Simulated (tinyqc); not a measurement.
RHF in the sto-3g basis, for H2O, spin multiplicity 1, step by step. One step of it, computed by the program tinyqc.

Problem. Iteration 2: building the Fock matrix. J_ij = sum D_kl (ij|kl), K_ij = sum D_kl (ik|jl); F = H + J - 0.5 K; E = tr D H + tr D J / 2 - 0.25 tr D K + E_nn.

D after iteration 1, order 1O 1s, 1O 2s, 1O 2px, 1O 2py, 1O 2pz, 2H 1s, 3H 1s:
```
[[2.105086, -0.436570, 0.000000, 0.000000, 0.102046, -0.035661, -0.035661],
 [-0.436570, 1.898121, 0.000000, 0.000000, -0.577040, 0.020590, 0.020590],
 [0.000000, 0.000000, 2.000000, 0.000000, 0.000000, 0.000000, 0.000000],
 [0.000000, 0.000000, 0.000000, 1.017773, 0.000000, 0.512492, -0.512492],
 [0.102046, -0.577040, 0.000000, 0.000000, 1.327826, 0.419278, 0.419278],
 [-0.035661, 0.020590, 0.000000, 0.512492, 0.419278, 0.415611, -0.100512],
 [-0.035661, 0.020590, 0.000000, -0.512492, 0.419278, -0.100512, 0.415611]]
```

core Hamiltonian H = T + V (hartree), order 1O 1s, 1O 2s, 1O 2px, 1O 2py, 1O 2pz, 2H 1s, 3H 1s:
```
[[-32.734704, -7.616068, 0.000000, 0.000000, -0.020938, -1.799920, -1.799920],
 [-7.616068, -9.347280, 0.000000, 0.000000, -0.245177, -3.824904, -3.824904],
 [0.000000, 0.000000, -7.467828, 0.000000, 0.000000, 0.000000, 0.000000],
 [0.000000, 0.000000, 0.000000, -7.613551, 0.000000, -1.961087, 1.961087],
 [-0.020938, -0.245177, 0.000000, 0.000000, -7.579040, -1.800024, -1.800024],
 [-1.799920, -3.824904, 0.000000, -1.961087, -1.800024, -5.143413, -1.816966],
 [-1.799920, -3.824904, 0.000000, 1.961087, -1.800024, -1.816966, -5.143413]]
```

Two-electron integrals (ij|kl) in chemists' order, unique and non-zero (hartree):
```
(11|11) 4.785065    (21|11) 0.741380    (21|21) 0.136873    (22|11) 1.118947
(22|21) 0.256633    (22|22) 0.817206    (31|31) 0.024477    (32|31) 0.037809
(32|32) 0.180518    (33|11) 1.115814    (33|21) 0.256684    (33|22) 0.817023
(33|33) 0.880159    (41|41) 0.024477    (42|41) 0.037809    (42|42) 0.180518
(43|43) 0.047444    (44|11) 1.115814    (44|21) 0.256684    (44|22) 0.817023
(44|33) 0.785270    (44|44) 0.880159    (51|51) 0.024477    (52|51) 0.037809
(52|52) 0.180518    (53|53) 0.047444    (54|54) 0.047444    (55|11) 1.115814
(55|21) 0.256684    (55|22) 0.817023    (55|33) 0.785270    (55|44) 0.785270
(55|55) 0.880159    (61|11) 0.176724    (61|21) 0.032333    (61|22) 0.060171
(61|33) 0.060058    (61|41) 0.001118    (61|42) 0.002085    (61|44) 0.060255
(61|51) 0.000977    (61|52) 0.001822    (61|54) 0.000172    (61|55) 0.060208
(61|61) 0.007736    (62|11) 0.411900    (62|21) 0.095575    (62|22) 0.334854
(62|33) 0.329323    (62|41) 0.005375    (62|42) 0.040333    (62|44) 0.338558
(62|51) 0.004695    (62|52) 0.035235    (62|54) 0.008067    (62|55) 0.336371
(62|61) 0.022981    (62|62) 0.167104    (63|31) 0.010216    (63|32) 0.058681
(63|43) 0.008470    (63|53) 0.007400    (63|63) 0.024376    (64|11) 0.217499
(64|21) 0.051141    (64|22) 0.191390    (64|33) 0.182624    (64|41) 0.012750
(64|42) 0.080649    (64|44) 0.204753    (64|51) 0.002214    (64|52) 0.019192
(64|54) 0.011932    (64|55) 0.186584    (64|61) 0.012864    (64|62) 0.116014
(64|64) 0.104034    (65|11) 0.190007    (65|21) 0.044677    (65|22) 0.167198
(65|33) 0.159540    (65|41) 0.002214    (65|42) 0.019192    (65|44) 0.164072
(65|51) 0.012150    (65|52) 0.075447    (65|54) 0.012430    (65|55) 0.177798
(65|61) 0.011238    (65|62) 0.101349    (65|64) 0.069589    (65|65) 0.085169
(66|11) 0.537617    (66|21) 0.126773    (66|22) 0.507531    (66|33) 0.486843
(66|41) 0.009590    (66|42) 0.097771    (66|44) 0.521694    (66|51) 0.008378
(66|52) 0.085412    (66|54) 0.030446    (66|55) 0.513441    (66|61) 0.030788
(66|62) 0.312759    (66|64) 0.248112    (66|65) 0.216749    (66|66) 0.774606
(71|11) 0.176724    (71|21) 0.032333    (71|22) 0.060171    (71|33) 0.060058
(71|41) -0.001118   (71|42) -0.002085   (71|44) 0.060255    (71|51) 0.000977
(71|52) 0.001822    (71|54) -0.000172   (71|55) 0.060208    (71|61) 0.007628
(71|62) 0.022327    (71|64) 0.011371    (71|65) 0.010924    (71|66) 0.029568
(71|71) 0.007736    (72|11) 0.411900    (72|21) 0.095575    (72|22) 0.334854
(72|33) 0.329323    (72|41) -0.005375   (72|42) -0.040333   (72|44) 0.338558
(72|51) 0.004695    (72|52) 0.035235    (72|54) -0.008067   (72|55) 0.336371
(72|61) 0.022327    (72|62) 0.139108    (72|64) 0.065971    (72|65) 0.082221
(72|66) 0.218151    (72|71) 0.022981    (72|72) 0.167104    (73|31) 0.010216
(73|32) 0.058681    (73|43) -0.008470   (73|53) 0.007400    (73|63) 0.019741
(73|73) 0.024376    (74|11) -0.217499   (74|21) -0.051141   (74|22) -0.191390
(74|33) -0.182624   (74|41) 0.012750    (74|42) 0.080649    (74|44) -0.204753
(74|51) -0.002214   (74|52) -0.019192   (74|54) 0.011932    (74|55) -0.186584
(74|61) -0.011371   (74|62) -0.065971   (74|64) -0.011901   (74|65) -0.038048
(74|66) -0.089770   (74|71) -0.012864   (74|72) -0.116014   (74|74) 0.104034
(75|11) 0.190007    (75|21) 0.044677    (75|22) 0.167198    (75|33) 0.159540
(75|41) -0.002214   (75|42) -0.019192   (75|44) 0.164072    (75|51) 0.012150
(75|52) 0.075447    (75|54) -0.012430   (75|55) 0.177798    (75|61) 0.010924
(75|62) 0.082221    (75|64) 0.038048    (75|65) 0.067601    (75|66) 0.141957
(75|71) 0.011238    (75|72) 0.101349    (75|74) -0.069589   (75|75) 0.085169
(76|11) 0.180769    (76|21) 0.042342    (76|22) 0.161070    (76|33) 0.157142
(76|44) 0.159970    (76|51) 0.003265    (76|52) 0.029083    (76|55) 0.165925
(76|61) 0.010099    (76|62) 0.080654    (76|64) 0.048028    (76|65) 0.054990
(76|66) 0.156719    (76|71) 0.010099    (76|72) 0.080654    (76|74) -0.048028
(76|75) 0.054990    (76|76) 0.047217    (77|11) 0.537617    (77|21) 0.126773
(77|22) 0.507531    (77|33) 0.486843    (77|41) -0.009590   (77|42) -0.097771
(77|44) 0.521694    (77|51) 0.008378    (77|52) 0.085412    (77|54) -0.030446
(77|55) 0.513441    (77|61) 0.029568    (77|62) 0.218151    (77|64) 0.089770
(77|65) 0.141957    (77|66) 0.362146    (77|71) 0.030788    (77|72) 0.312759
(77|74) -0.248112   (77|75) 0.216749    (77|76) 0.156719    (77|77) 0.774606
```

nuclear repulsion = 9.32720188 hartree

Give: Coulomb J; exchange K; Fock matrix F; total energy of this density.

Solution.

Coulomb J (hartree), order 1O 1s, 1O 2s, 1O 2px, 1O 2py, 1O 2pz, 2H 1s, 3H 1s:
```
[[17.5822, 3.3236, 0.0000, 0.0000, -0.0072, 0.7847, 0.7847],
 [3.3236, 8.3143, 0.0000, 0.0000, 0.0331, 3.3837, 3.3837],
 [0.0000, 0.0000, 8.3114, 0.0000, 0.0000, 0.0000, 0.0000],
 [0.0000, 0.0000, 0.0000, 8.3003, 0.0000, 1.9218, -1.9218],
 [-0.0072, 0.0331, 0.0000, 0.0000, 8.3073, 1.6983, 1.6983],
 [0.7847, 3.3837, 0.0000, 1.9218, 1.6983, 5.1796, 1.6305],
 [0.7847, 3.3837, 0.0000, -1.9218, 1.6983, 1.6305, 5.1796]]
```

exchange K (hartree), order 1O 1s, 1O 2s, 1O 2px, 1O 2py, 1O 2pz, 2H 1s, 3H 1s:
```
[[9.7781, 1.6663, 0.0000, 0.0000, 0.0050, 0.4111, 0.4111],
 [1.6663, 2.6663, 0.0000, 0.0000, -0.0998, 1.1698, 1.1698],
 [0.0000, 0.0000, 2.2822, 0.0000, 0.0000, 0.0000, 0.0000],
 [0.0000, 0.0000, 0.0000, 1.9483, 0.0000, 0.6628, -0.6628],
 [0.0050, -0.0998, 0.0000, 0.0000, 2.0584, 0.5776, 0.5776],
 [0.4111, 1.1698, 0.0000, 0.6628, 0.5776, 1.2227, 0.5060],
 [0.4111, 1.1698, 0.0000, -0.6628, 0.5776, 0.5060, 1.2227]]
```

Fock matrix F (hartree), order 1O 1s, 1O 2s, 1O 2px, 1O 2py, 1O 2pz, 2H 1s, 3H 1s:
```
[[-20.0415, -5.1256, 0.0000, 0.0000, -0.0306, -1.2208, -1.2208],
 [-5.1256, -2.3662, 0.0000, 0.0000, -0.1622, -1.0262, -1.0262],
 [0.0000, 0.0000, -0.2975, 0.0000, 0.0000, 0.0000, 0.0000],
 [0.0000, 0.0000, 0.0000, -0.2874, 0.0000, -0.3707, 0.3707],
 [-0.0306, -0.1622, 0.0000, 0.0000, -0.3010, -0.3905, -0.3905],
 [-1.2208, -1.0262, 0.0000, -0.3707, -0.3905, -0.5752, -0.4395],
 [-1.2208, -1.0262, 0.0000, 0.3707, -0.3905, -0.4395, -0.5752]]
```

total energy of this density = -74.925243 hartree
